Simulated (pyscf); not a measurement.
**1,1-elimination: H₃C–In(CH₃)–Cl → ethane (H₃C–CH₃) + Cl–In [singlet]**

Gas phase, singlet surface, charge 0. Bonds broken: C1–In2, In2–C3. Bonds formed: C1–C3. PySCF, gas phase, ωB97X-D3(BJ)/def2-SVP geometries.

Transition state (Å):

```xyz
10

C     -0.1206     0.7399     0.5099
In    -2.4330     0.3656    -0.5741
C     -0.6266    -0.8968    -1.2866
Cl    -2.9597     2.0217     1.0458
H     -0.4921     0.5240     1.5223
H     -0.1544     1.8173     0.2893
H      0.8565     0.2903     0.3040
H     -1.2151    -1.4670    -2.0117
H      0.1351    -0.2874    -1.7801
H     -0.2184    -1.5425    -0.5048
```

One imaginary mode, 545i cm⁻¹; descent along it reached the two sides named.

```
bond    change  reactant side (Å)  saddle  product side
------  ------  -----------------  ------  ------------
C1–In2  breaks              2.138   2.581           3.4
In2–C3  breaks              2.138   2.316           3.6
C1–C3    forms                4.0   2.482         1.527
```

Electronic energies relative to the reactant's lowest minimum found (eV):

```json
[
 {"level": "ωB97X-D3(BJ)/def2-TZVP", "barrier": "4.01", "reaction energy": "-0.49", "reverse barrier": "4.51"},
 {"level": "PBE/def2-TZVP", "barrier": "3.09", "reaction energy": "-0.83", "reverse barrier": "3.93"},
 {"level": "r²SCAN/def2-TZVP", "barrier": "3.31", "reaction energy": "-0.66", "reverse barrier": "3.97"},
 {"level": "B3LYP-D3(BJ)/def2-TZVP", "barrier": "3.29", "reaction energy": "-0.92", "reverse barrier": "4.21"},
 {"level": "PBE0-D3(BJ)/def2-TZVP", "barrier": "3.54", "reaction energy": "-0.69", "reverse barrier": "4.23"},
 {"level": "M06-2X/def2-TZVP", "barrier": "3.75", "reaction energy": "-0.66", "reverse barrier": "4.41"},
 {"level": "ωB97M-D3(BJ)/def2-TZVP", "barrier": "3.79", "reaction energy": "-0.73", "reverse barrier": "4.52"},
 {"level": "HF/def2-TZVP", "barrier": "4.56", "reaction energy": "-1.02", "reverse barrier": "5.57"}
]
```

With ωB97M-D3(BJ)/def2-TZVP energies and thermal terms (ideal gas, 1 atm, RRHO with modes under 100 cm⁻¹ raised to 100, one conformer, R ln 2 for chiral ones without a mode under 150 cm⁻¹), in eV:

```csv
T (K),ΔH‡,ΔG‡,ΔH,ΔG
298,3.75,3.78,-0.67,-0.99
600,3.73,3.83,-0.74,-1.28
900,3.71,3.88,-0.80,-1.55
1200,3.69,3.94,-0.85,-1.79
```

From the product side, CH₃• + CH₃• + Cl–In [singlet] lies, by one bond made or cut, 0.27 eV under this saddle at ωB97M-D3(BJ)/def2-TZVP. The same reactants have a lower exit, to CH₃• + [H₃C–In–Cl]• (no saddle counted: cutting one bond costs +2.84 eV at ωB97M-D3(BJ)/def2-TZVP, against +3.79 eV here). This is the saddle that the search found; another between the same sides may lie lower. One closed-shell reference is unstable to symmetry breaking; treat the single-reference values with care. Elements past Kr carry the def2 core potentials, without spin-orbit coupling.
